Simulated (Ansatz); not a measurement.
hcp Lu, treated with PBE (Ansatz, an electronic-structure program, PAW).

Run with plane-wave cutoff 520 eV, 24×24×12 k mesh (along the axes of the cell as run), Fermi–Dirac smearing 0.028 eV (set by the program), scalar-relativistic PAW data made under PBE.

Computed at the level's own relaxed cell.

Hill averages of the elastic tensor: K = 46.6 GPa, G = 31.9 GPa. Volume 29.095 Å³/atom, mean atomic mass 174.967 u.

Work out the density, the sound velocities of a polycrystal and the elastic Debye temperature, and Pugh's ratio at this level.

ρ = 1.66054 × 174.967/29.095 = 9.986 g/cm³. v_l = √[(K + 4G/3)/ρ] = 2.988 km/s and v_t = √(G/ρ) = 1.787 km/s. The mean follows from 3/v_m³ = 1/v_l³ + 2/v_t³: v_m = 1.977 km/s. Θ_D = (ħ/k_B) v_m (6π²/V)^(1/3) = 76.38 K Å s/km × 1.977 × 1.2673 Å⁻¹ = 191 K, counting all atoms of the cell. K/G = 1.46, to be set beside Pugh's rough bound of 1.75 between brittle and ductile metals.
